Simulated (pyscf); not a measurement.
Single points on ωB97X-D3(BJ)/def2-SVP structures (PySCF, gas phase).

Task: For H₂B–OH + ammonia (NH₃) → H₂N–BH–OH + hydrogen (H₂), a four-centre exchange (singlet surface; B–H, H–N broken, B–N, H–H formed), PBE/def2-TZVP gives ΔE‡ = 0.75 eV and ΔE = -1.05 eV (zero: the separated reactants). In which direction and how far do B3LYP-D3(BJ)/def2-TZVP, M06-2X/def2-TZVP, ωB97M-D3(BJ)/def2-TZVP move these?

Result: B3LYP-D3(BJ): ΔE‡ = 1.03 eV, ΔE = -1.06 eV; M06-2X: ΔE‡ = 0.99 eV, ΔE = -1.12 eV; ωB97M-D3(BJ): ΔE‡ = 1.00 eV, ΔE = -1.04 eV. PBE's barrier lies under all of them, by 0.24 to 0.28 eV. Its reaction energy lies among theirs. Low barriers are usual for a GGA, whose delocalisation error favours stretched bonds. On the reactant side the descent ends in an adduct with a B–N contact, 0.57 eV under the separated species and 1.60 eV under the saddle at ωB97X-D3(BJ)/def2-TZVP. What is counted as formed (B–N) is already present as a longer contact in the reactant adduct; forming that adduct is a step of its own. At the saddle there is also a short B–H contact that neither side keeps. The same reactants have a lower exit, to H₂B–NH₂ + H₂O (barrier +0.49 eV at ωB97M-D3(BJ)/def2-TZVP, against +1.00 eV here). One saddle was located; it need not be the lowest between these sides.
